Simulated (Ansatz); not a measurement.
Worked example: correlation energy of H2Si–B, doublet

Geometry: a PBE0/def2-TZVP stationary point for this spin, not checked as a minimum.

```xyz
4

Si   -0.0850    0.0000    0.4943
B     0.0885    0.0000   -1.4519
H     0.7098   -1.2068    0.8997
H     0.7098    1.2068    0.8997
```

Basis 6-31G; Ansatz 0.2.0. Correlated methods freeze the noble-gas cores, which leaves 9 electrons in 20 orbitals. R marks a restricted (for open shells ROHF) determinant.

Full CI is exact within this basis and frozen core; it isn't the basis-set limit.

Runs differ by some tens of microhartree through their thresholds and, for an open shell, their frozen cores, so steps under 0.03 kcal/mol mean nothing.

```json
{"level": "RHF", "total energy (hartree)": "-314.535949"}
{"level": "RMP2", "total energy (hartree)": "-314.630712"}
{"level": "RCCSD", "total energy (hartree)": "-314.665770"}
{"level": "RCCSD(T)", "total energy (hartree)": "-314.670854"}
{"level": "RCCSDT", "total energy (hartree)": "-314.672197"}
{"level": "RCCSDT(Q)", "total energy (hartree)": "-314.672447"}
{"level": "RCCSDTQ", "total energy (hartree)": "-314.672518"}
{"level": "full CI", "total energy (hartree)": "-314.672521"}
```

What is the correlation energy at full CI, and what share of it do RMP2 and RCCSD(T) recover?

E(corr) = -314.672521 − (-314.535949) = -0.136572 hartree = -3.716 eV. RMP2: -0.094763 / -0.136572 = 69.39 %. RCCSD(T): -0.134905 / -0.136572 = 98.78 %.

By how many kcal/mol does RCCSD(T) miss full CI (1 hartree = 627.509 kcal/mol), and which steps make up the rest?

-314.670854 − (-314.672521) = 0.001667 hartree = 1.05 kcal/mol. Steps: RCCSDT − RCCSD(T) = -0.84, RCCSDT(Q) − RCCSDT = -0.16, RCCSDTQ − RCCSDT(Q) = -0.04, full CI − RCCSDTQ = 0.00 kcal/mol. With more than one leading determinant such errors change with state and geometry, and needn't cancel in differences.
